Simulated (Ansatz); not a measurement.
# H3S+ (sulfonium): levels of theory compared

We compute a comparison of 6 runs (BLYP/3-21G, UB3LYP/3-21G, UB3LYP/6-31G, CCSDT(Q)/3-21G, CCSDT/6-31G, CCSD(T)/6-31G) of H3S+ (sulfonium). 

The calculation is run with Ansatz 0.2.0.

9 further runs of the same task are left out: 7 that didn't finish, 2 set aside as unsound or not needed.

## (1) Starting point

H3S+ has 4 atoms, charge +1, and is taken as a singlet. As SMILES, `[SH3+]`. The H2–S1 distance was set to 2.711 Å, away from the relaxed value. At this shape a bond of the SMILES string is far longer than usual.

Bond lengths: S1–H3 1.355 Å, S1–H4 1.355 Å. Angles: H3–S1–H4 93.7°.

## (2) The energy at BLYP/3-21G (run 1)

The input, run.yaml:

```yaml
crystal:
  periodic: [false, false, false]
  atoms:
    - {symbol: S, position_ang: [-0.244798, -0.482753, -1.626289]}
    - {symbol: H, position_ang: [0.848020, 0.280920, 0.734350]}
    - {symbol: H, position_ang: [-1.040568, -1.419773, -1.055309]}
    - {symbol: H, position_ang: [-1.201918, 0.476077, -1.593779]}
basis:
  gaussian: {orbitals: 3-21G.json}
total_charge: 1
hamiltonian: {xc: {name: BLYP}}
accuracy: high
```

The basis set 3-21G is read from a file made from the Basis Set Exchange's data (not shown).

Launch:

```sh
ansatz run run.yaml --threads 1 --pin off --max-ram 2610MiB --events-out events.jsonl --progress --plain --runs-dir runs
```

Standard output:

```text
Warning: RAYON_NUM_THREADS=1 ignored (pool sized by the plan → 1); use --threads N
Functional definition: BLYP
  name "BLYP"
  parameter beta = 0.0042
  parameter a = 0.04918
  parameter b = 0.132
  parameter c = 0.2533
  parameter d = 0.349
  exchange = b88_x(beta = beta)
  correlation = lyp_c(a = a, b = b, c = c, d = d)
356 factors; integrals over basis functions are off by at most 3.9e-9 eV
mean field evaluation 1: about -10809.7231 eV, gradient 4.0e1 eV
mean field evaluation 2: about -10786.6347 eV, gradient 7.3e1 eV
mean field evaluation 4: about -10803.3503 eV, gradient 4.0e1 eV
mean field evaluation 8: about -10815.3263 eV, gradient 1.1e1 eV
mean field evaluation 16: about -10817.3145 eV, gradient 1.0e-6 eV
mean field -10817.31447919 eV, -397.5289748713 hartree, gradient 2.2e-8 eV, S^2 0.000000; 0 other end points of the search recorded, 0 dependent functions left out
reference -10817.31451691 eV, -397.5289762573 hartree; 9, 9 occupied and 10, 10 virtual orbitals, 356 factors
Total energy: -10817.31451691 eV, -397.5289762573 hartree
```

Run time: 0.67 s. Hardware: 1 thread of Arm Neoverse V2, shared host.

## (3) A single-point energy at UB3LYP/3-21G (run 2)

The input, input.yaml:

```yaml
crystal:
  periodic: [false, false, false]
  atoms:
    - {symbol: S, position_ang: [-0.244798, -0.482753, -1.626289]}
    - {symbol: H, position_ang: [0.848020, 0.280920, 0.734350]}
    - {symbol: H, position_ang: [-1.040568, -1.419773, -1.055309]}
    - {symbol: H, position_ang: [-1.201918, 0.476077, -1.593779]}
basis:
  gaussian: {orbitals: 3-21G.json}
total_charge: 1
accuracy: high
magnetization: {spin_polarized: true}
hamiltonian: {xc: {name: B3LYP}}
```

The basis set 3-21G is read from a file made from the Basis Set Exchange's data (not shown).

Launch:

```sh
ansatz run input.yaml --threads 1 --pin off --max-ram 2610MiB --events-out events.jsonl --progress --plain --runs-dir runs
```

Standard output:

```text
Warning: RAYON_NUM_THREADS=1 ignored (pool sized by the plan → 1); use --threads N
Functional definition: B3LYP
  name "B3LYP"
  parameter a0 = 0.2
  parameter ax = 0.72
  parameter ac = 0.81
  exchange = (1 - a0 - ax)*slater_x + ax*b88_x + a0*exact_x
  correlation = (1 - ac)*vwn_rpa_c + ac*lyp_c
356 factors; integrals over basis functions are off by at most 3.9e-9 eV
mean field evaluation 1: about -10811.6009 eV, gradient 2.5e1 eV
mean field evaluation 2: about -10793.2385 eV, gradient 4.4e1 eV
mean field evaluation 4: about -10812.9247 eV, gradient 2.1e1 eV
mean field evaluation 8: about -10817.7731 eV, gradient 1.4e-1 eV
mean field evaluation 16: about -10817.7578 eV, gradient 2.3e-6 eV
mean field evaluation 32: about -10818.0859 eV, gradient 1.8e-8 eV
mean field -10818.08589353 eV, -397.5573238252 hartree, gradient 4.2e-8 eV, S^2 0.529031; 3 other end points of the search recorded, 0 dependent functions left out
reference -10818.08592081 eV, -397.5573248278 hartree; 9, 9 occupied and 10, 10 virtual orbitals, 356 factors
Total energy: -10818.08592081 eV, -397.5573248278 hartree
```

Wall time 2 s (1 thread of Arm Neoverse V2, shared host); peak memory 0.1 GiB.

Runs 3 to 5 aren't shown in full; the table further down has their settings and results.

## (4) A single-point energy at CCSD(T)/6-31G (run 6)

input.yaml, as its differences from that of step 3:

```diff
@@ -8,6 +8,10 @@
 basis:
-  gaussian: {orbitals: 3-21G.json}
+  gaussian:
+    orbitals: 6-31G
 total_charge: 1
+correlation:
+  method: ccsd_t
+  frozen_orbitals: {H: 0, S: 5}
 accuracy: high
-magnetization: {spin_polarized: true}
-hamiltonian: {xc: {name: B3LYP}}
+scf:
+  omitted_lower_state_checks: [cluster_reference, increment]
```

Launch:

```sh
ansatz run input.yaml --threads 1 --pin off --max-ram 2610MiB --events-out events.jsonl --progress --plain --runs-dir runs
```

Standard output:

```text
Warning: RAYON_NUM_THREADS=1 ignored (pool sized by the plan → 1); use --threads N
[... 11 lines left out ...]
5 core orbitals not correlated: weight in the atoms' cores, before any rotation towards them, 1.000 or more for the frozen orbitals, at most 0.000 for the correlated occupied ones
[... 30 lines left out ...]
WARN: these amplitudes may be one of several solutions (largest doubles amplitude 0.50, level shift 1.64 eV)
Total energy: -10853.48363189 eV, -398.8581667164 hartree
Checks for a lower state left out: cluster_reference, increment
```

Wall time 0.18 s (1 thread of Arm Neoverse V2, shared host).

## (5) All runs side by side

```csv
run,level,frozen core orbitals,energy (Eh),wall time
1,BLYP/3-21G,–,-397.528976,0.67 s
2,UB3LYP/3-21G,–,-397.557325,2 s
3,UB3LYP/6-31G,–,-399.499373,2.4 s
4,CCSDT(Q)/3-21G,5,-396.935252,0.26 s
5,CCSDT/6-31G,5,-398.856945,0.28 s
6,CCSD(T)/6-31G,5,-398.858167,0.18 s
```

## (6) Outcome

```
                                          quantity          value
                               run 6: total energy  -398.85817 Eh
run 6: correlation energy (5 core orbitals frozen)     -136.5 mEh
                             run 6: (T) correction      -3.96 mEh
                              run 6: T1 diagnostic          0.083
```

Totals of different functionals can't be ranked against each other. In run 6 the T1 diagnostic is large, so a single reference may not serve. In runs 4, 5, 6 the log says that unrestricted orbitals would lower the reference, so the values rest on an unstable closed-shell determinant (other closed-shell runs at this shape may share the fault). Spin contamination of the reference: run 3 ⟨S²⟩ = 0.54, run 2 ⟨S²⟩ = 0.53. All runs together took 5.8 s, the longest 2.4 s.
